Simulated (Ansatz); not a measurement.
Worked example: correlation energy of SiH2, triplet

Geometry: MP2(full)/6-31G*, from the G2/97 set.

```xyz
3

Si    0.0000    0.0000    0.0508
H     0.0000    1.2719   -0.7081
H     0.0000   -1.2719   -0.7081
```

Basis cc-pV(D+d)Z; Ansatz 0.2.0. Only valence electrons are correlated (noble-gas cores frozen), which leaves 6 electrons in 28 orbitals. Prefix R: restricted or restricted open-shell reference; prefix U: unrestricted.

Full CI is exact within this basis and frozen core; it isn't the basis-set limit. The frozen core follows each run's orbitals, which can shift R against U totals by a few meV.

Runs differ by some tens of microhartree through their thresholds and, for an open shell, their frozen cores, so steps under 0.1 kcal/mol mean nothing.

```json
{"level": "UHF", "total energy (hartree)": "-290.014810"}
{"level": "UMP2", "total energy (hartree)": "-290.087272"}
{"level": "UCCSD", "total energy (hartree)": "-290.109464"}
{"level": "UCCSD(T)", "total energy (hartree)": "-290.111364"}
{"level": "UCCSDT", "total energy (hartree)": "-290.111984"}
{"level": "UCCSDT(Q)", "total energy (hartree)": "-290.112020"}
{"level": "UCCSDTQ", "total energy (hartree)": "-290.112025"}
{"level": "full CI", "total energy (hartree)": "-290.112016"}
```

Question: What is the correlation energy at full CI, and what share of it do UMP2 and UCCSD recover?

Answer: E(corr) = -290.112016 − (-290.014810) = -0.097206 hartree = -2.645 eV. UMP2: -0.072462 / -0.097206 = 74.54 %. UCCSD: -0.094654 / -0.097206 = 97.37 %.

Question: By how many kcal/mol does UCCSD(T) miss full CI (1 hartree = 627.509 kcal/mol), and which steps make up the rest?

Answer: -290.111364 − (-290.112016) = 0.000652 hartree = 0.41 kcal/mol. Steps: UCCSDT − UCCSD(T) = -0.39, UCCSDT(Q) − UCCSDT = -0.02, UCCSDTQ − UCCSDT(Q) = 0.00, full CI − UCCSDTQ = 0.01 kcal/mol. That is within 1 kcal/mol of the reference in this basis, which itself misses far more of the correlation at the basis-set limit.
